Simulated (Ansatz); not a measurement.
**AlBHF (singlet): the correlation ladder, cc-pVDZ**

The task here is to estimate one member of a computed series from the others.

Method: cc-pVDZ, core rule «outside noble gas», up to 7 orbitals frozen; program: Ansatz 0.2.0, Gaussian basis.

Plan: UHF; CCSD(T) on RHF; CCSD(T) on UHF; BCCD(T) on RHF; CISD; CCSDT(Q) on RHF; CCSDT(Q) on UHF; CASSCF and MRCISD+Q, 8 electrons in 8 orbitals; CASSCF and NEVPT2, 8 electrons in 8 orbitals.

26 further runs of the same task are left out: 9 that didn't finish, 17 set aside as unsound or not needed.

## What is computed

The geometry is a PBE0/def2-TZVP stationary point (not a proven minimum) of the parent state, kept for this charge and spin.

4 atoms, charge 0, spin multiplicity 1.

Atoms are counted from 1 here; the program's logs count them from 0.

Bond lengths: Al1–B2 2.110 Å, B2–F3 1.327 Å, B2–H4 1.205 Å. Angles: Al1–B2–F3 126.1°, Al1–B2–H4 112.4°, F3–B2–H4 121.5°.

The first run:

Contents of in.yaml:

```yaml
crystal:
  periodic: [false, false, false]
  atoms:
    - {symbol: Al, position_ang: [0.000000, -0.075183, 1.427166]}
    - {symbol: B, position_ang: [0.000000, 0.523760, -0.596061]}
    - {symbol: F, position_ang: [0.000000, -0.282645, -1.649481]}
    - {symbol: H, position_ang: [0.000000, 1.722317, -0.719901]}
basis:
  gaussian: {orbitals: cc-pVDZ}
magnetization: {spin_polarized: true, initial_magnetization: 0}
hamiltonian: {xc: hf}
output: {orbitals: {seedname: orbitals}}
```

The run is started by

```bash
$ ansatz run in.yaml --threads 1 --pin off --events-out ev --progress --plain --max-ram 2393MiB
```

Steps of the session up to this table: UHF; CCSD(T) on RHF; CCSD(T) on UHF; BCCD(T) on RHF; CISD; CCSDT(Q) on RHF; CCSDT(Q) on UHF; CASSCF and MRCISD+Q, 8 electrons in 8 orbitals; CASSCF and NEVPT2, 8 electrons in 8 orbitals.

One of the session's tables, all rows but one given; the rest of the session is left out.

```
           method  from RCCSDT(Q) (kJ/mol)
              RHF                   +915.8
              UHF                   +895.2
             RMP2                   +106.9
             UMP2                   +119.1
             CISD                   +112.7
            RCCSD                    +23.3
            UCCSD                    +25.1
         RCCSD(T)                     +4.1
         UCCSD(T)                     +5.4
          BCCD(T)                     +3.6
           RCCSDT                     +1.7
           UCCSDT                     +2.0
        RCCSDT(Q)                        0
        UCCSDT(Q)                        ?
  CASSCF frontier                   +568.3
  MRCISD frontier                    +56.8
MRCISD+Q frontier                     +5.9
```

Estimate the missing values for UCCSDT(Q).

As computed: from RCCSDT(Q) (kJ/mol): +0.1. In the column «from RCCSDT(Q) (kJ/mol)» it lies between RCCSDT(Q) (0) and RCCSDT (+1.7).

Not comparable, so not listed: CASSCF and NEVPT2, 8 electrons in 8 orbitals (they don't share determinant, frozen orbitals or solution with the rows shown, or repeat one).

Limits of these values: The determinant is far from a pure spin state, so its energy mixes those of several spin states (harmless only where they are near-degenerate, as at dissociation). Restricted and unrestricted rows rest on different reference determinants; where their highest levels disagree by more than a few hundredths of an eV, they describe different states and don't form one ladder. Warnings in the runs' records: passed over end.
